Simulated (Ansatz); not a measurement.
CsCl-type TlBr, treated with LDA (Ansatz, an electronic-structure program, PAW).

Settings: plane-wave cutoff 520 eV, 8×8×8 k mesh, Fermi–Dirac smearing 0.01 eV, scalar-relativistic PAW data made under PBE.

The volume scan:

```json
[
 {"V (Å³/atom)": "26.606", "E − E_lowest (meV/atom)": "12.06"},
 {"V (Å³/atom)": "27.172", "E − E_lowest (meV/atom)": "5.12"},
 {"V (Å³/atom)": "27.738", "E − E_lowest (meV/atom)": "1.22"},
 {"V (Å³/atom)": "28.304", "E − E_lowest (meV/atom)": "0.00"},
 {"V (Å³/atom)": "28.870", "E − E_lowest (meV/atom)": "1.15"},
 {"V (Å³/atom)": "29.436", "E − E_lowest (meV/atom)": "4.41"},
 {"V (Å³/atom)": "30.002", "E − E_lowest (meV/atom)": "9.51"}
]
```

Problem. Fit the third-order Birch–Murnaghan equation and give B0 and B′.

Solution. V0 = 28.300 Å³/atom, B0 = 33.6 GPa, B′ = 5.1 (fit to the energies at full precision).

Measured, for comparison: equilibrium volume per atom 31.62 Å³/atom (temperature not stated, not corrected to a static lattice; as tabulated in Du and Singh (2010), arXiv:1001.5458). Computed (rounded) less measured: equilibrium volume per atom -10.5 %.

Spin–orbit coupling is not included; it can shift volumes and moduli of such heavy elements.

Computed values are for the static lattice.

It cost very roughly 23 core-seconds of CPU time.
